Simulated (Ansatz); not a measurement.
# [Br···H···CH3], doublet along the distance Br1-H2

Starting geometry:

```yaml
atoms:
  - { symbol: Br, position_ang: [-0.5107, 0.0000, 0.0000] }
  - { symbol: H, position_ang: [0.9099, 0.0000, 0.0000] }
  - { symbol: C, position_ang: [2.6533, 0.0000, 0.0000] }
  - { symbol: H, position_ang: [2.6533, -1.0800, 0.0000] }
  - { symbol: H, position_ang: [2.6533, 0.5400, 0.9353] }
  - { symbol: H, position_ang: [2.6533, 0.5400, -0.9353] }
```

From there H2 is moved from one fragment to the other while all else, the fragments' distance too, stays fixed, so the hump isn't the reaction's barrier; atoms are numbered as listed. Energies are in kJ/mol, counted from the starting geometry at the same level. Kohn–Sham curves are unrestricted where that lies lower.

Basis cc-pVDZ; Ansatz 0.2.0. Only valence electrons are correlated (noble-gas cores and the filled d shells of p-block atoms frozen). Prefix R: restricted or restricted open-shell reference; prefix U: unrestricted. No spin–orbit coupling is included, and no scalar relativity.

In so small a basis the reference is far from its limit while semilocal and hybrid functionals are nearer theirs (RPA and double hybrids share much of the reference's basis error), so the functionals' errors here hold much of the reference's basis and frozen-core error, which can add to them or hide them.

Full CI isn't at hand for all of this; UCCSDT(Q) serves as the reference, and is uncertain by about the last step of the cluster series.

| distance Br1-H2 (Å) | UCCSDT(Q) | PBE | r2SCAN | PBE0 | B3LYP | wB97M-V | B2PLYP | RPA-PBE |
| --- | --- | --- | --- | --- | --- | --- | --- | --- |
| 1.421 | 0.0 | 0.0 | 0.0 | 0.0 | 0.0 | 0.0 | 0.0 | 0.0 |
| 1.514 | -0.1 | -9.9 | -5.9 | -5.2 | -6.1 | -2.5 | -2.9 | -2.3 |
| 1.701 | 11.2 | -13.9 | -1.6 | -1.6 | -4.8 | 4.6 | 3.9 | 2.2 |
| 1.887 | 4.4 | -20.1 | -3.7 | -6.9 | -11.8 | -4.9 | -3.4 | -9.8 |
| 2.074 | 7.7 | -3.3 | 11.1 | 4.8 | -0.8 | -2.0 | 3.4 | -5.5 |

(1) Judged by the spread of the error over the points with a reference (largest less smallest), which of these follows UCCSDT(Q) best and which worst?

Results:

(1) Subtracting the UCCSDT(Q) column from each: best B2PLYP (errors from -7.7 to 0.0, spread 7.7 kJ/mol), worst PBE (from -25.1 to 0.0, spread 25.1 kJ/mol). Functionals and wave-function methods converge differently with the basis, so part of this is basis effect.
